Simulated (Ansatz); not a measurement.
# BH$_{2}$⁻, singlet: reading a ladder of total energies

Geometry: a point of a stretch scan, not a stationary point.

```yaml
atoms:
  - { symbol: B, position_ang: [0.0000, -0.1159, -0.0092] }
  - { symbol: H, position_ang: [0.0000, 0.5740, -0.8609] }
  - { symbol: H, position_ang: [0.0000, 0.6691, 0.9598] }
```

Basis 6-31++G** (Cartesian d functions); Ansatz 0.2.0. Correlated methods freeze the noble-gas cores, which leaves 6 electrons in 30 orbitals. Prefix R: restricted or restricted open-shell reference.

Full CI is exact within this basis and frozen core; it isn't the basis-set limit.

Runs differ by some tens of microhartree through their thresholds, so steps under 0.03 kcal/mol mean nothing.

| level | total energy (hartree) |
| --- | --- |
| RHF | -25.703310 |
| RMP2 | -25.798702 |
| RCCSD | -25.821230 |
| RCCSD(T) | -25.824422 |
| RCCSDT | -25.825133 |
| RCCSDT(Q) | -25.825270 |
| RCCSDTQ | -25.825292 |
| full CI | -25.825294 |

Problem. What is the correlation energy at full CI, and what share of it do RMP2 and RCCSD(T) recover?

Solution. E(corr) = -25.825294 − (-25.703310) = -0.121984 hartree = -3.319 eV. RMP2: -0.095392 / -0.121984 = 78.20 %. RCCSD(T): -0.121112 / -0.121984 = 99.29 %.

Problem. By how many kcal/mol does RCCSD(T) miss full CI (1 hartree = 627.509 kcal/mol), and which steps make up the rest?

Solution. -25.824422 − (-25.825294) = 0.000872 hartree = 0.55 kcal/mol. Steps: RCCSDT − RCCSD(T) = -0.45, RCCSDT(Q) − RCCSDT = -0.09, RCCSDTQ − RCCSDT(Q) = -0.01, full CI − RCCSDTQ = 0.00 kcal/mol. That is within 1 kcal/mol of the reference in this basis, which itself misses far more of the correlation at the basis-set limit.
